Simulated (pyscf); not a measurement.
A first-order saddle from PySCF, ωB97X-D3(BJ)/def2-SVP:

```
In
H 1 1.7062
H 1 1.7126 2 134.53
O 1 2.1594 2 110.20 3 -178.81
H 4 0.9781 1 107.50 2 179.73
H 4 1.4262 5 91.27 1 -85.96
H 4 1.4641 5 88.66 6 173.72
```
Charge 0, spin multiplicity 1.

Surface: singlet, charge 0. Lowest wavenumbers (cm⁻¹): 1704i, 32, 289, 377, 422.

### Question
Which two sides does it connect, and which bonds change?

### Answer
InH₃ + water (H₂O) <-> InH₃ + water (H₂O), a four-centre exchange read from left to right: H–In, H–O broken and H–In, H–O formed. At CCSD(T)/def2-TZVPP + ΔMP2(QZVPP) it lies +4.03 eV from the left side and +4.03 eV from the right (each side as separated species at their lowest minima found). On the reactant side the descent ends in an adduct with a In–O contact (not fully relaxed), 0.62 eV under the separated species and 5.00 eV under the saddle at ωB97X-D3(BJ)/def2-TZVP. On the product side the descent ends in an adduct with a In–O contact, 0.61 eV under the separated species and 4.99 eV under the saddle at ωB97X-D3(BJ)/def2-TZVP. At ωB97X-D3(BJ) the barrier from the zero used here is 4.39 eV. The same reactants have a lower exit, to HO–InH₂ + H₂ (barrier +0.56 eV at ωB97M-D3(BJ), against +4.26 eV here). This is the saddle that the search found; another between the same sides may lie lower. A restricted solution here is unstable towards spin polarisation, so biradical character is likely and single-reference numbers are less safe. The CCSD(T) − MP2 part came from Ansatz, without density fitting, on the same reference. The frozen core leaves the outer d or s,p core shells of the metals and heavy elements correlated in the MP2 and CC values, and def2-TZVPP describes them poorly, which can shift differences by a few kcal/mol. Elements past Kr carry the def2 core potentials, without spin-orbit coupling.
